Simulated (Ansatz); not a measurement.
# Al₂ (triplet): inputs that go wrong at distance Al1–Al2 = 4.695 Å

4 inputs are run for Al₂ (triplet) as typed; the log has to tell whether the result can be used and what must change.

Computed with Ansatz 0.2.0, Gaussian basis. Level: the settings change from run to run.

22 further runs of the same task are left out: 13 that didn't finish, 9 set aside as unsound or not needed.

## 1. The geometry

The geometry derives from a PBE0/def2-TZVP stationary point (not a proven minimum). One bond is set to the value named and the two fragments are kept rigid.

2 atoms, charge 0, spin multiplicity 3.

Atoms are counted from 1 here; the program's logs count them from 0.

No contacts short enough for the rule that draws bonds.

## 2. Try 1

in.yaml reads:

```yaml
crystal:
  periodic: [false, false, false]
  atoms:
    - {symbol: Al, position_ang: [0.000000, 0.000000, 0.000000]}
    - {symbol: Al, position_ang: [0.000000, 0.000000, 4.695000]}
basis:
  gaussian: {orbitals: STO-3G}
magnetization: {spin_polarized: false, initial_magnetization: 3}
correlation: {method: fic_mrcisd_q_relaxed, electrons: valence, active_space: {window: {electrons: 4, orbitals: 4}}}
scf: {lower_state_search: off}
```

The run is started by

```
$ ansatz run in.yaml --threads 1 --pin off --events-out ev --progress --plain --max-ram 2393MiB
```

Log:

```text
Error: a molecule whose nuclei and cores have a total charge of 26 cannot have a net charge of 0 together with 3 unpaired electrons
```

It took 0.03 s on 1 thread of Arm Neoverse V1, shared host.

Diagnosis: The run was refused. The number of unpaired electrons doesn't fit the electron count. Fix: make charge and initial_magnetization agree.

## 3. Try 2

in.yaml reads:

```yaml
crystal:
  periodic: [false, false, false]
  atoms:
    - {symbol: Al, position_ang: [0.000000, 0.000000, 0.000000]}
    - {symbol: Al, position_ang: [0.000000, 0.000000, 4.695000]}
basis:
  gaussian: {orbitals: cc-pVDZ}
magnetization: {spin_polarized: false, initial_magnetization: 2}
correlation: {method: sc_nevpt2, electrons: outside_noble_gas}
accuracy: high
output: {forces: true}
```

Launched as before.

Log:

```text
Error: this correlation method needs an active space: name one as the reference
```

Wall time 0.03 s (1 thread of Arm Neoverse V1, shared host).

What is wrong: The run was refused. This method needs an active space and has none. To mend it, add an active_space block.

## 4. Try 3

in.yaml reads:

```yaml
crystal:
  periodic: [false, false, false]
  atoms:
    - {symbol: Al, position_ang: [0.000000, 0.000000, 0.000000]}
    - {symbol: Al, position_ang: [0.000000, 0.000000, 4.695000]}
basis:
  gaussian: {orbitals: def2-SVPD}
magnetization: {spin_polarized: false, initial_magnetization: 2}
correlation: {method: ccsd_t, electrons: all, diis_vectors: 4}
nroots: 3
```

The command is unchanged.

Log:

```text
Error: YAML parse error: error: line 10 column 1: unknown field `nroots`, expected one of crystal, accuracy, basis, kpoints, hamiltonian, magnetization, projection, total_charge, correlation, batch, efield, external_charges, scf, relax, neb, saddle, md, ramp, phonons, dielectric, real_time, elastic, magnetic_configurations, gw, evaluate, workflow, output, checkpoint, execution
  --> <input>:10:1
   |
 8 | magnetization: {spin_polarized: false, initial_magnetization: 2}
 9 | correlation: {method: ccsd_t, electrons: all, diis_vectors: 4}
10 | nroots: 3
   | ^ unknown field `nroots`, expected one of crystal, accuracy, basis, kpoints, hamiltonian, magnetization, projection, total_charge, correlation, batch, efield, external_charges, scf, relax, neb, saddle, md, ramp, phonons, dielectric, real_time, elastic, magnetic_configurations, gw, evaluate, workflow, output, checkpoint, execution
```

It took 0.03 s on 1 thread of Arm Neoverse V1, shared host.

What is wrong: The run was refused. The input holds a key that the program doesn't read here. Cure: remove it or spell it as the reference does.

## 5. Try 4

in.yaml reads:

```yaml
crystal:
  periodic: [false, false, false]
  atoms:
    - {symbol: Al, position_ang: [0.000000, 0.000000, 0.000000]}
    - {symbol: Al, position_ang: [0.000000, 0.000000, 4.695000]}
basis:
  gaussian: {orbitals: def2-SVPD}
magnetization: {spin_polarized: false, initial_magnetization: 2}
hamiltonian: {xc: pbe0}
correlation: {active_space: {window: {electrons: 4, orbitals: 4}}}
```

Launched as before.

Log:

```text
Error: invalid value for `correlation.active_space`: it starts from restricted Hartree–Fock orbitals; set hamiltonian.xc: hf without magnetization.spin_polarized
```

Wall time 0.03 s (1 thread of Arm Neoverse V1, shared host).

Diagnosis: The run was refused. An active space is asked on a functional's orbitals. To mend it, start from Hartree-Fock.

## 6. Summary

| try | level | ended | cause | time |
| --- | --- | --- | --- | --- |
| 1 | MRCISD+Q(relaxed)(4,4)/STO-3G | refused | the number of unpaired electrons doesn't fit the electron count | 0.03 s |
| 2 | 'sc_nevpt2'/cc-pVDZ | refused | this method needs an active space and has none | 0.03 s |
| 3 | CCSD(T) on ROHF/def2-SVPD | refused | the input holds a key that the program doesn't read here | 0.03 s |
| 4 | CASSCF(4,4)/def2-SVPD | refused | an active space is asked on a functional's orbitals | 0.03 s |

4 refused.
